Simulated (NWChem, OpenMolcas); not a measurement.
**A ladder of methods for P4 (SMILES P12P3P1P23)**

The species is P4 (4 atoms), meant as a singlet with charge 0. SMILES: `P12P3P1P23`. Geometry: relaxed at PBE0-D4/def2-TZVP.

Quantity: the vertical energy of the triplet above the singlet, in eV. The values are calculated.

| level | kind | program | value (eV) | CPU time (all runs) |
| --- | --- | --- | --- | --- |
| HF/def2-SVPD | Hartree–Fock | OpenMolcas | 4.48 | 32 s |
| SVWN5/def2-SVPD | LDA | OpenMolcas | 4.86 | 81 s |
| PBE/def2-SVPD | GGA | OpenMolcas | 4.73 | 1.8 min |
| r2SCAN/def2-SVPD | meta-GGA | OpenMolcas | 4.83 | 4.6 min |
| BHLYP/def2-SVPD | global hybrid | NWChem | 4.81 | 70 s |
| M06-2X/def2-SVPD | hybrid meta-GGA | OpenMolcas | 4.99 | 2.6 min |
| PBE0/def2-SVPD | global hybrid | OpenMolcas | 4.79 | 97 s |
| CAM-B3LYP/def2-SVPD | range-separated hybrid | NWChem | 4.81 | 3.6 min |

The values span 4.48 to 4.99 eV. Times are those of the runs behind each value, whatever else they computed, on shared processors of several kinds: orders of magnitude only.
